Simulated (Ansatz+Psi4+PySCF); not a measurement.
# doublet NaCl(-): levels of theory in one basis

```xyz
2

Na    0.0000    0.0000   -1.4517
Cl    0.0000    0.0000    0.9393
```

Basis set: aug-cc-pCVTZ on Na; aug-cc-pV(T+d)Z on Cl (spherical functions). Frozen core: 6 orbitals. Correlation on ROHF uses semicanonical orbitals with singles. Charge -1, multiplicity 2.

Computed with Ansatz (development build ahead of 0.2.0) and Psi4 1.11; each method stands on the lowest determinant of its kind that the runs found.

```json
{"method": "ROHF", "E − E(ROHF) (eV)": "0.00", "<S²> of the determinant": "0.75"}
{"method": "UHF", "E − E(ROHF) (eV)": "0.00", "<S²> of the determinant": "0.75"}
```

(1) What does ROHF-MP2 give on the same scale?

Results:

(1) -12.90 eV.
